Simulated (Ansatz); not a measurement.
# BSiH (triplet): wave-function methods side by side, cc-pVDZ

Aim: climb from Hartree-Fock through coupled cluster and multireference methods for BSiH (triplet) at one geometry and basis, and see what each rung misses.

Method: cc-pVDZ, core rule «outside noble gas», up to 6 orbitals frozen; program: Ansatz 0.2.0, Gaussian basis.

Plan: UHF; CCSD(T) on ROHF; CCSD(T) on UHF; BCCD(T) on ROHF; CISD; CCSDT(Q) on ROHF; CCSDT(Q) on UHF; CASSCF and MRCISD+Q, 8 electrons in 9 orbitals; CASSCF and NEVPT2, 8 electrons in 9 orbitals.

4 further runs of the same task are left out: 4 set aside as unsound or not needed.

**1. The system**

The geometry is a PBE0/def2-TZVP stationary point (not a proven minimum) of the parent state, kept for this charge and spin.

3 atoms, charge 0, spin multiplicity 3.

Atoms are counted from 1 here; the program's logs count them from 0.

Bond lengths: Si1–B2 1.895 Å, B2–H3 1.186 Å. Angles: Si1–B2–H3 180.0°.

**2. UHF**

The input, in.yaml:

```yaml
crystal:
  periodic: [false, false, false]
  atoms:
    - {symbol: Si, position_ang: [0.000000, 0.000000, 1.658754]}
    - {symbol: B, position_ang: [0.000000, 0.000000, -0.236394]}
    - {symbol: H, position_ang: [0.000000, 0.000000, -1.422360]}
basis:
  gaussian: {orbitals: cc-pVDZ}
magnetization: {spin_polarized: true, initial_magnetization: 2}
hamiltonian: {xc: hf}
output: {orbitals: {seedname: orbitals}}
```

On the command line:

```console
$ ansatz run in.yaml --threads 1 --pin off --events-out ev --progress --plain --max-ram 3328MiB --backend cpu
```

Further steps of the session: CCSD(T) on ROHF; CCSD(T) on UHF; BCCD(T) on ROHF; CISD; CCSDT(Q) on ROHF; CCSDT(Q) on UHF; CASSCF and MRCISD+Q, 8 electrons in 9 orbitals; CASSCF and NEVPT2, 8 electrons in 9 orbitals.

**Question.** What will the summary of the whole plan be? Wanted: UCCSDT(Q) below the RHF energy; RMP2 from UCCSDT(Q); UMP2 from UCCSDT(Q); RCCSD from UCCSDT(Q); RCCSD(T) from UCCSDT(Q); UCCSD(T) from UCCSDT(Q); RCCSDT(Q) from UCCSDT(Q); NEVPT2 valence from UCCSDT(Q); MRCISD+Q valence from UCCSDT(Q).

The runs gave:

| quantity | value |
| --- | --- |
| UCCSDT(Q) below the RHF energy | -4.6656 eV |
| RMP2 from UCCSDT(Q) | +24.71 kcal/mol |
| UMP2 from UCCSDT(Q) | +24.94 kcal/mol |
| RCCSD from UCCSDT(Q) | +5.00 kcal/mol |
| RCCSD(T) from UCCSDT(Q) | +1.15 kcal/mol |
| UCCSD(T) from UCCSDT(Q) | +1.15 kcal/mol |
| RCCSDT(Q) from UCCSDT(Q) | +0.01 kcal/mol |
| NEVPT2 valence from UCCSDT(Q) | +16.16 kcal/mol |
| MRCISD+Q valence from UCCSDT(Q) | +0.02 kcal/mol |
| levels within 1 kcal/mol (43 meV) | RCCSDT, UCCSDT, RCCSDT(Q), MRCISD+Q valence |
| T1 diagnostic | 0.020 |
| effectively unpaired electrons | 2.04 |

**Reading.** RCCSD(T) misses by +1.15 kcal/mol, 1.1 % of the correlation energy. One determinant dominates. Of the multireference levels listed MRCISD+Q valence comes nearest in total energy (+0.02 kcal/mol), which doesn't show that its space is the better one. These misses are within one basis, not against nature; the frozen cores of restricted and unrestricted runs differ, which can shift their rows.
